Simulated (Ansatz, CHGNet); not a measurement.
Elastic constant C44 (GPa) of solids drawn from the class of silicides and borides, at two levels: the machine-learned potential CHGNet 0.3.0 (trained on PBE and PBE+U data), and PBE in Ansatz (PAW).

```csv
solid,CHGNet 0.3.0,PBE
AlB2-type TiB2,64.5,258
A15 Mo3Si,41.1,112
C11b MoSi2,40.8,194
CaB6-type LaB6,29.5,88.4
antifluorite Mg2Si,6.33,?
B20 (FeSi-type) MnSi,38.9,145
```

Problem. Estimate the withheld PBE value from the other rows.

Solution. One way: carry over the typical ratio. The ratios PBE / CHGNet 0.3.0 of the other rows, in order: 2.725, 2.997, 3.728, 4.000, 4.755; median 3.728. Antifluorite Mg2Si: 6.33 × 3.728 = 23.6 GPa; the run gives 44.9 GPa. The ratios spread from 2.725 to 4.755, so such an estimate is rough. Antifluorite Mg2Si lies outside that spread.

Of 6 rows, PBE is the larger in 6 and the smaller in 0.

Ansatz's runs of these crystals have no spin polarisation, but for B20 (FeSi-type) MnSi.

Density-functional runs with spin start from parallel moments for B20 (FeSi-type) MnSi.

Spin–orbit coupling is left out, also for the solids with elements from indium on (CaB6-type LaB6); its size isn't shown.

Each level is taken at its own relaxed cell. Ansatz's density-functional and Hartree–Fock values are scalar-relativistic unless marked +SOC, with PAW data made under PBE.

Ansatz is a program for electronic structure.
